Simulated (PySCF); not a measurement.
Write Cartesian coordinates for `C=C/C(F)=C/C` as optimised with PBE0-D3(BJ)/def2-SVP.

```
atom  x, y, z in Å
C1     2.118    1.227    1.046
C2     1.351    0.796    0.037
C3     0.115    0.054    0.213
F4    -0.211   -0.184    1.493
C5    -0.683   -0.387   -0.771
C6    -1.948   -1.144   -0.575
H7     3.039    1.782    0.856
H8     1.842    1.034    2.085
H9     1.633    0.992   -1.001
H10   -0.359   -0.159   -1.790
H11   -2.813   -0.581   -0.966
H12   -2.128   -1.352    0.488
H13   -1.926   -2.103   -1.118
```

Orientation and origin are arbitrary. Atoms count from 1 in this order. Of the pairs four or more bonds apart, F4···H12 is among the closest relative to their van der Waals radii: 2.46 Å, 92 % of the sum of Bondi's values. The 6 heavy atoms lie in one plane (0.003 Å rms). The C–C distances run from 1.339 Å (C1=C2, drawn double) to 1.488 Å (C5–C6, drawn single), a spread of 0.149 Å.

Bonds between heavy atoms (Å): C1=C2 1.339, C2–C3 1.452, C3–F4 1.342, C3=C5 1.341, C5–C6 1.488.

Computed with PBE0-D3(BJ)/def2-SVP geometry optimisation, gas phase (PySCF 2.14.0).

Point group: near Cs, missed by 0.10 Å at most; the miss may be what the optimiser left on a soft mode. Not checked by PBE0-D3(BJ)/def2-SVP frequencies. One conformer, not necessarily the lowest (C1–C2–C3–F4 0°).

Time: 35 s wall; peak memory 0.51 GiB. Hardware: an Arm Neoverse V2 with one thread, no GPU, shared host with 96 logical CPUs at a one-minute load of 26. This is the geometry optimisation.
